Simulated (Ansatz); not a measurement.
Results of r²SCAN-D4 in Ansatz (plane waves, PAW) for zinc-blende BeTe.

Numerical settings: plane-wave cutoff 560 eV, 10×10×10 k mesh, Fermi–Dirac smearing 0.01 eV, scalar-relativistic PAW data made under PBE.

Equation-of-state points:

```tsv
V (Å³/atom)	E − E_lowest (meV/atom)
21.014	16.92
21.461	7.27
21.908	1.76
22.356	0.00
22.803	1.64
23.250	6.36
23.697	13.87
```

Question: Fit the third-order Birch–Murnaghan equation and give B0 and B′.

Answer: V0 = 22.356 Å³/atom, B0 = 60.8 GPa, B′ = 3.9 (fit to the energies at full precision).

Measured, for comparison: bulk modulus 67 GPa (room temperature, not corrected to a static lattice; as tabulated in Elmahjoubi et al. (2023), arXiv:2303.01780); equilibrium volume per atom 22.26 Å³/atom (temperature not stated, not corrected to a static lattice; as tabulated in Bernardini et al. (2000), arXiv:cond-mat/0007180). Computed (rounded) less measured: bulk modulus -9 %, equilibrium volume per atom +0.4 %.

Spin–orbit coupling is not included.

Static lattice: no zero-point or thermal effects.

Ansatz is an electronic-structure program.
